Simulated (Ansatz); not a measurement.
`NC1(F)CO1` and `FC1CO1` differ in one atom or group.

Ansatz, PBE0-D4/def2-TZVP geometries, multiplicity 1. Each molecule was computed in one conformer, which needn't be the lowest.

```
                                        property  `NC1(F)CO1`
               LUMO energy (PBE/def2-TZVPP) / eV         0.29
             LUMO energy (B3LYP/def2-TZVPP) / eV         0.73
              HOMO energy (PBE0/def2-TZVPP) / eV        -8.15
size of the dipole moment (B3LYP/def2-TZVPP) / D         1.98
           LUMO energy (ωB97M-V/def2-TZVPP) / eV         2.48
            HOMO–LUMO gap (PBE0/def2-TZVPP) / eV         9.28
```

Problem. Give the same properties after the change, and the shifts. (An estimate is asked.)

Solution. Ansatz gave: 
| property | `FC1CO1` | shift |
| --- | --- | --- |
| LUMO energy (PBE/def2-TZVPP) / eV | 0.71 | 0.42 |
| LUMO energy (B3LYP/def2-TZVPP) / eV | 1.34 | 0.61 |
| HOMO energy (PBE0/def2-TZVPP) / eV | -8.70 | -0.55 |
| size of the dipole moment (B3LYP/def2-TZVPP) / D | 2.21 | 0.23 |
| LUMO energy (ωB97M-V/def2-TZVPP) / eV | 3.28 | 0.80 |
| HOMO–LUMO gap (PBE0/def2-TZVPP) / eV | 10.42 | 1.14 |

With PBE0 the HOMO falls by 0.55 eV and the LUMO rises by 0.59 eV, so the gap widens by about 1.14 eV. PBE moves the HOMO by -0.50 eV and ωB97M-V by -0.53 eV. Dipoles are sizes alone; their direction can turn.

B3LYP here is the variant with VWN-RPA as its local correlation; programs differ in this.
